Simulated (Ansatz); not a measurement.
Forces away from equilibrium

AlSiH₃O (SMILES O=[SiH][AlH2]), closed shell, displaced at random from its PBE0-D4/def2-TZVP minimum.

```
atom    x (Å)    y (Å)    z (Å)
  O1   0.4364  -2.0121   0.8847
 Si2  -0.3307  -1.1513  -0.0089
 Al3   0.3563   1.3062  -0.0374
  H4  -1.4527  -1.9034  -0.9337
  H5   1.4317   1.5739  -0.9291
  H6  -0.4584   2.1317   1.0183
```

Ansatz 0.2.0; basis: def2-TZVPP; cores frozen in the correlated methods.

CCSD(T) forces from the calculation:
```csv
atom,Fx,Fy,Fz (eV/Å)
O1,2.850,-2.938,3.350
Si2,-3.642,2.361,-4.172
Al3,-2.521,-1.644,1.716
H4,0.990,0.993,0.818
H5,2.182,0.884,-1.698
H6,0.141,0.344,-0.014
```

(1) Which atom feels the largest CCSD(T) force, and how large is it?

T1 diagnostic: at most 0.020. These are differences at one structure, and CCSD(T) in triple zeta is itself an approximation.

## Answers

(1) Si2, 6.02 eV/Å, along (-0.60, 0.39, -0.69).

Root-mean-square difference of the force components from those of CCSD(T): PBE-D4 0.164; r2SCAN-D4 0.117; PBE0-D4 0.226; wB97M-V 0.214 eV/Å.

For scale, one of the runs: CCSD(T)/def2-TZVPP forces, 157 basis functions (an equivalent command: `ansatz run in.yaml --threads 2`). Time: 70 s of wall clock on 2 CPU threads; the host was shared. Peak host memory: 1.8 GiB.
